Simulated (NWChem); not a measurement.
Everything below was run with NWChem. System: chlorine (Cl2), charge 0, spin multiplicity 1, at a geometry optimised with PBE0/def2-SVP. Level: CIS/aug-cc-pVDZ.

Job file:

```
start mol
memory heap 200 mb stack 800 mb global 1000 mb
geometry units angstroms nocenter noautoz
  Cl     0.000000     0.000000     1.012768
  Cl     0.000000     0.000000    -1.012768
  symmetry group D2h
end
basis spherical
  * library aug-cc-pvdz
end
dft
  xc hfexch
  semidirect memsize 60000000 filesize 0
  iterations 100
end
tddft
  cis
  nroots 6
  notriplet
  thresh 1e-4
end
task tddft energy
```

NWChem printed:

```
             Northwest Computational Chemistry Package (NWChem) 7.3.0
             --------------------------------------------------------

                                NWChem Input Module
                                -------------------

 Scaling coordinates for geometry "geometry" by  1.889725989
 (inverse scale =  0.529177249)

 Turning off AUTOSYM since
 SYMMETRY directive was detected!

                             Geometry "geometry" -> ""
                             -------------------------

 Output coordinates in angstroms (scale by  1.889725989 to convert to a.u.)

  No.       Tag          Charge          X              Y              Z
 ---- ---------------- ---------- -------------- -------------- --------------
    1 Cl                  17.0000     0.00000000     0.00000000     1.01276800
    2 Cl                  17.0000     0.00000000     0.00000000    -1.01276800

 Effective nuclear repulsion energy (a.u.)      75.5021016466

            Nuclear Dipole moment (a.u.)
            ----------------------------
        X                 Y               Z
 ---------------- ---------------- ----------------
     0.0000000000     0.0000000000     0.0000000000

      Symmetry information
      --------------------

 Group name             D2h
 Group number             26
 Group order               8
 No. of unique centers     1

      Symmetry unique atoms

     1


 Summary of "ao basis" -> "" (spherical)
 ------------------------------------------------------------------------------
       Tag                 Description            Shells   Functions and Types
 ---------------- ------------------------------  ------  ---------------------
 *                        aug-cc-pvdz                 on all atoms

  xc_inp: hfexch multiplicative factor not found.

                                 NWChem DFT Module
                                 -----------------

 Summary of "ao basis" -> "ao basis" (spherical)
 ------------------------------------------------------------------------------
       Tag                 Description            Shells   Functions and Types
 ---------------- ------------------------------  ------  ---------------------
 Cl                       aug-cc-pvdz               11       27   5s4p2d

 Summary of "ao basis" -> "ao basis" (spherical)
 ------------------------------------------------------------------------------
       Tag                 Description            Shells   Functions and Types
 ---------------- ------------------------------  ------  ---------------------
 Cl                       aug-cc-pvdz               11       27   5s4p2d

      Symmetry analysis of basis
      --------------------------

        ag         13
        au          2
        b1g         2
        b1u        13
        b2g         6
        b2u         6
        b3g         6
        b3u         6

            General Information
            -------------------
          SCF calculation type: DFT
          Wavefunction type:  closed shell.
          No. of atoms     :     2
          No. of electrons :    34
           Alpha electrons :    17
            Beta electrons :    17
          Charge           :     0
          Spin multiplicity:     1
          Use of symmetry is: off; symmetry adaption is: on
          Maximum number of iterations: 100
          AO basis - number of functions:    54
                     number of shells:    22
          Convergence on energy requested:  1.00D-06
          Convergence on density requested:  1.00D-05
[...]
     Occ.   17  b3g ---  Virt.   19  b1u     -0.33992
     Occ.   17  b3g ---  Virt.   36  b1u      0.05973
  ----------------------------------------------------------------------------
  Root   2 singlet b3u            0.147946375 a.u.                4.0258 eV
  ----------------------------------------------------------------------------
     Transition Moments    X  0.03381   Y  0.00000   Z -0.00000
     Transition Moments   XX -0.00000  XY -0.00000  XZ  0.00000
     Transition Moments   YY -0.00000  YZ  0.00000  ZZ -0.00000
     Dipole Oscillator Strength                    0.0001127671
     Electric Quadrupole                           0.0000000000
     Magnetic Dipole                               0.0000000000
     Total Oscillator Strength                     0.0001127671

          sigma_e =   1.6399 Angstrom
          sigma_h =   1.5200 Angstrom
         |d_h->e| =   0.0000 Angstrom
            d_exc =   2.1736 Angstrom
            d_CD1 =   0.1198 Angstrom
            d_CD2 =  -1.5799 Angstrom
            d_CD3 =   2.1736 Angstrom
     Pearson C.C. =   0.0552

     Occ.   16  b2g ---  Virt.   18  b1u      0.93269
     Occ.   16  b2g ---  Virt.   19  b1u     -0.33992
     Occ.   16  b2g ---  Virt.   36  b1u      0.05973
  ----------------------------------------------------------------------------
  Root   3 singlet b3g            0.258513291 a.u.                7.0345 eV
  ----------------------------------------------------------------------------
     Transition Moments    X -0.00000   Y  0.00000   Z  0.00000
     Transition Moments   XX -0.00000  XY  0.00000  XZ  0.00352
     Transition Moments   YY -0.00000  YZ  0.55270  ZZ -0.00000
     Dipole Oscillator Strength                    0.0000000000
     Electric Quadrupole                           0.0000000281
     Magnetic Dipole                               0.0000011991
     Total Oscillator Strength                     0.0000012272

          sigma_e =   1.6288 Angstrom
          sigma_h =   1.4086 Angstrom
         |d_h->e| =   0.0000 Angstrom
            d_exc =   2.0615 Angstrom
            d_CD1 =   0.2202 Angstrom
            d_CD2 =  -1.5187 Angstrom
            d_CD3 =   2.0615 Angstrom
     Pearson C.C. =   0.0844

     Occ.   15  b2u ---  Virt.   18  b1u      0.92816
     Occ.   15  b2u ---  Virt.   19  b1u     -0.34371
     Occ.   15  b2u ---  Virt.   36  b1u      0.06686
     Occ.   17  b3g ---  Virt.   31  ag       0.07002
  ----------------------------------------------------------------------------
  Root   4 singlet b2g            0.258513291 a.u.                7.0345 eV
  ----------------------------------------------------------------------------
     Transition Moments    X -0.00000   Y  0.00000   Z  0.00000
     Transition Moments   XX -0.00000  XY -0.00000  XZ -0.55270
     Transition Moments   YY -0.00000  YZ  0.00352  ZZ  0.00000
     Dipole Oscillator Strength                    0.0000000000
     Electric Quadrupole                           0.0000000281
     Magnetic Dipole                               0.0000011991
     Total Oscillator Strength                     0.0000012272

          sigma_e =   1.6288 Angstrom
          sigma_h =   1.4086 Angstrom
         |d_h->e| =   0.0000 Angstrom
            d_exc =   2.0615 Angstrom
            d_CD1 =   0.2202 Angstrom
            d_CD2 =  -1.5187 Angstrom
            d_CD3 =   2.0615 Angstrom
     Pearson C.C. =   0.0844

     Occ.   14  b3u ---  Virt.   18  b1u     -0.92816
     Occ.   14  b3u ---  Virt.   19  b1u      0.34371
     Occ.   14  b3u ---  Virt.   36  b1u     -0.06686
     Occ.   16  b2g ---  Virt.   31  ag      -0.07002
  ----------------------------------------------------------------------------
  Root   5 singlet b3g            0.361900390 a.u.                9.8478 eV
  ----------------------------------------------------------------------------
     Transition Moments    X -0.00000   Y -0.00000   Z -0.00000
     Transition Moments   XX -0.00000  XY  0.00000  XZ -0.01791
     Transition Moments   YY -0.00000  YZ  2.45938  ZZ -0.00000
     Dipole Oscillator Strength                    0.0000000000
     Electric Quadrupole                           0.0000015268
     Magnetic Dipole                               0.0000046535
     Total Oscillator Strength                     0.0000061802

          sigma_e =   2.5450 Angstrom
          sigma_h =   1.5167 Angstrom
         |d_h->e| =   0.0000 Angstrom
            d_exc =   2.7395 Angstrom
            d_CD1 =   1.0283 Angstrom
            d_CD2 =  -2.0309 Angstrom
            d_CD3 =   2.7395 Angstrom
     Pearson C.C. =   0.1648

     Occ.   15  b2u ---  Virt.   18  b1u      0.07230
     Occ.   15  b2u ---  Virt.   19  b1u      0.13421
     Occ.   15  b2u ---  Virt.   26  b1u     -0.12472
     Occ.   17  b3g ---  Virt.   20  ag      -0.71002
     Occ.   17  b3g ---  Virt.   23  ag       0.67097
  ----------------------------------------------------------------------------
  Root   6 singlet b2g            0.361900390 a.u.                9.8478 eV
  ----------------------------------------------------------------------------
     Transition Moments    X -0.00000   Y  0.00000   Z  0.00000
     Transition Moments   XX  0.00000  XY  0.00000  XZ  2.45938
     Transition Moments   YY  0.00000  YZ  0.01791  ZZ  0.00000
     Dipole Oscillator Strength                    0.0000000000
     Electric Quadrupole                           0.0000015268
     Magnetic Dipole                               0.0000046535
     Total Oscillator Strength                     0.0000061802

          sigma_e =   2.5450 Angstrom
          sigma_h =   1.5167 Angstrom
         |d_h->e| =   0.0000 Angstrom
            d_exc =   2.7395 Angstrom
            d_CD1 =   1.0283 Angstrom
            d_CD2 =  -2.0309 Angstrom
            d_CD3 =   2.7395 Angstrom
     Pearson C.C. =   0.1648

     Occ.   14  b3u ---  Virt.   18  b1u      0.07230
     Occ.   14  b3u ---  Virt.   19  b1u      0.13421
     Occ.   14  b3u ---  Virt.   26  b1u     -0.12472
     Occ.   16  b2g ---  Virt.   20  ag      -0.71002
     Occ.   16  b2g ---  Virt.   23  ag       0.67097

              Target root =      1
          Target symmetry = none
      Ground state energy =   -918.966003649845
        Excitation energy =      0.147946375037
     Excited state energy =   -918.818057274808

  stored tddft:energy   -918.81805727480844

 Task  times  cpu:       45.9s     wall:       45.9s

 Total times  cpu:       46.0s     wall:       46.0s
```
